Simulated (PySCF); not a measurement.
Species: C₃H₆Cl (doublet state).
Cartesian coordinates in Å at the GFN2-xTB level; atoms count from 1:
```
atom  x, y, z in Å
C1    -1.2559    0.1755   -0.3379
C2    -0.0735   -0.3814    0.3621
C3     1.3122   -0.0349   -0.0351
Cl4   -0.3068   -0.9058    1.9798
H5    -1.4534    1.2139   -0.0426
H6    -1.0865    0.1647   -1.4132
H7    -2.1493   -0.4040   -0.1124
H8     2.0225   -0.7466    0.3813
H9     1.6028    0.9638    0.3159
H10    1.3968   -0.0406   -1.1205
```

Identity: `[C](C)(C)Cl` [radical].

Computed with UKS B3LYP, pcH-1 on C Cl H, non-relativistic, mean-field spin-orbit, GIAO in PySCF. Geometry: GFN2-xTB; no solvent, vibrations or thermal averaging. The geometry wasn't refined by DFT: couplings that depend on bond lengths, twists or pyramidal angles can differ widely from those at the functional's own minimum. Stability of the SCF solution: not tested.

(1) Where do the isotropic ENDOR lines of H5 (×6) and Cl4 fall at 3350.5 mT, to first order?

(2) Which pairs are centred on the nuclear Larmor frequency, and which on half the coupling?

(3) At what field would the lower line of H5 (×6) fall to zero frequency?

Results:

(1) For S = 1/2 in fast tumbling each set of equivalent nuclei gives two lines, ν± = |νn ± a/2| to first order, with νn = g_N μN B/h and μN/h = 7.62259 MHz/T.

```tsv
nuclei	isotope	g_N	νn (MHz)	a_iso (MHz)	lower line (MHz)	upper line (MHz)
H5 (×6)	1H	5.5857	142.66	64.09	110.61	174.70
Cl4	35Cl	0.5479	13.99	7.21	10.39	17.60
```

(2) Centred on νn, since |a| < 2νn: H5 (×6) and Cl4. No pair has |a| > 2νn.

(3) Where νn = |a|/2, that is B = 32.05 MHz/(5.5857 × 7.62259 MHz/T) = 753 mT, as far as first order holds there.

Nuclei that the bonding pattern makes equivalent are averaged, as if the motion that swaps them (rotation, inversion, ring flip) were fast. The six 1H nuclei of mean +64.1 MHz run from 24.6 to 132.5 MHz in the frozen geometry.

Main isotope only: 35Cl (natural samples also hold 24 % 37Cl, magnetic too, which adds its own pattern).
